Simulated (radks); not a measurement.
# F²⁺ in [He] 2s1 2p3 3d1: an all-electron calculation

What are the levels of the fluorine ion F2+, how large are its shells, and how does its energy divide?

Method: non-relativistic Kohn-Sham, TASK exchange with Perdew-Wang LDA correlation, spin-unpolarised, spherical densities, point nucleus. Code: radks (a radial shooting solver on a logarithmic mesh, Libxc functionals) version 1.

### 1 Starting point

```
element       : fluorine (Z = 9)
charge        : +2
electrons     : 7
configuration : [He] 2s1 2p3 3d1
```

The outer shells:

F²⁺
```
[He] core
2s [↑ ]
2p [↑ ][↑ ][↑ ]
3d [↑ ][  ][  ][  ][  ]
```

### 2 Self-consistent calculation

Settings of this run:

```text
Z 9
configuration [He] 2s1 2p3 3d1 3s0 3p0
relativity non-relativistic
functional task,pw
spin unpolarised
nucleus point
```

**Question.** What will this run give?

**Answer**, as computed:

| quantity | value |
| --- | --- |
| total energy | -94.95894 hartree |
| exchange-correlation share of it | 8.71 % |
| −T/E | 0.9966 |
| highest occupied level | 3d, -9.594 eV |
| most extended occupied level | 3d, <r> = 3.70 bohr |
| radius at density 0.001 e/bohr³ | 4.28 bohr |
| maxima of the radial density | 3 |

3 principal shells are occupied and 3 maxima appear in the radial density. The ratio −T/E is 0.9966; for a non-relativistic Coulomb system it is 1 up to the kinetic part of correlation. This is not the tabulated ground configuration, so its levels and sizes aren't those of the ground state, and no measured value stands beside it.
